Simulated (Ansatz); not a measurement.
## Two structures, one formula

Two relaxed structures of CH$_{3}$AlN (charge +1), singlet (PBE0-D4/def2-TZVP; forces vanish, vibrations not checked).

A:

```xyz
6
angstrom
C -1.0313 -1.1783 -0.8199
N -0.0865 -0.4598 -0.4116
Al 1.1729 0.5003 0.1349
H -2.0520 -1.0473 -0.4456
H 2.3354 1.3850 0.6384
H -0.8707 -1.9636 -1.5660
```

B:

```xyz
6
angstrom
C -0.2592 -0.1562 0.3114
N -1.2379 -0.7444 0.3297
Al 1.5320 0.9188 0.2767
H -2.1024 -1.2650 0.3451
H 2.2581 0.5842 -1.0585
H 1.6174 1.7400 1.5959
```

Program: Ansatz 0.2.0. Basis: def2-TZVPP. Cores are frozen in the correlated methods. B3LYP uses VWN-RPA correlation.

Question: Which structure is lower at CCSD(T), and by how much? (To be estimated.)

Answer: Computed: B, by 0.009 eV (electronic energy, against the other); a gap this small isn't resolved in one triple-zeta basis. By their contacts, A is CH₃AlN ([CH2][N][AlH]), total charge +1 and B is CH₃AlN ([NH][C][AlH2]), total charge +1.

Question: Do the other methods give the same order? (A judgement: the text doesn't fix the answer.)

Answer: By the calculation: Not all: PBE-D4, r2SCAN-D4, PBE0-D4, B3LYP-D4, wB97M-V, MP2 give the other order.

| method | E(B) − E(A) (eV) |
| --- | --- |
| PBE-D4 | 0.257 |
| r2SCAN-D4 | 0.239 |
| PBE0-D4 | 0.254 |
| B3LYP-D4 | 0.206 |
| wB97M-V | 0.117 |
| HF | -0.030 |
| MP2 | 0.016 |
| CCSD | -0.006 |
| CCSD(T) | -0.009 |

No T1 diagnostic of these runs exceeds 0.018.

Labels in which every atom is bracketed show which atoms are joined, not bond orders.

For scale, one of the runs: CCSD(T)/def2-TZVPP, 146 basis functions, launched by `ansatz run in.yaml --threads 2 --pin off --events-out ev --progress --plain --max-ram 4352MiB`. Time: 11 s of wall clock on 2 CPU threads of an Arm Neoverse V1; the host was shared. Peak host memory: 0.83 GiB.
